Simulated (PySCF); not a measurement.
Molecule: 2-methyl-1-butene (C=C(C)CC, C5H10).

Geometry (Å), atoms numbered from 1 in this order:
```xyz
15

C    -1.380    0.932    0.616
C    -0.660    0.226   -0.240
C    -1.166   -1.043   -0.854
C     0.728    0.645   -0.645
C     1.799   -0.183    0.067
H    -2.368    0.627    0.918
H    -1.012    1.845    1.053
H    -0.517   -1.878   -0.594
H    -2.173   -1.268   -0.513
H    -1.176   -0.958   -1.941
H     0.844    0.525   -1.725
H     0.876    1.699   -0.402
H     2.791    0.167   -0.208
H     1.721   -1.233   -0.204
H     1.686   -0.096    1.145
```

Frames of a GFN2-xTB Langevin trajectory at 300 K; GIAO PBE0/pcSseg-1 shieldings in PySCF 2.14, gas phase, non-relativistic; equivalent atoms averaged within each frame.

δ = σ(ref) − σ, references computed at the same level: 13C (σ = 186.93 ppm), 1H (σ = 31.72 ppm) vs TMS. The references are static minima.

How do the shifts (ppm) fluctuate along the trajectory?

Answers


```csv
time (fs),C2,C1,C4,C3,C5,H6,H7,H11/H12,H13/H14/H15,H8/H9/H10
optimised geometry,157.4,116.3,36.5,24.3,17.6,5.04,5.03,2.07,1.12,1.87
250,161.7,121.0,38.8,17.9,17.0,4.64,4.43,2.61,1.58,1.53
425,157.4,108.8,35.4,19.4,17.9,4.52,4.03,0.88,1.36,1.66
625,164.7,118.8,38.1,21.1,27.5,5.42,5.91,2.08,2.16,1.41
800,152.1,116.4,38.6,26.5,24.1,5.39,5.42,2.65,1.73,2.16
1000,156.7,118.3,39.3,19.9,16.0,5.04,6.01,2.65,1.33,1.40
mean of frames,158.5,116.7,38.0,21.0,20.5,5.00,5.16,2.17,1.63,1.63
standard deviation,4.8,4.7,1.6,3.3,5.0,0.42,0.89,0.76,0.34,0.31
```

5 frames give an uncertainty of the mean of about the standard deviation over 2.2 at best, since frames this close in time may not be independent; classical motion lacks zero-point vibration, and the reference would need the same averaging.
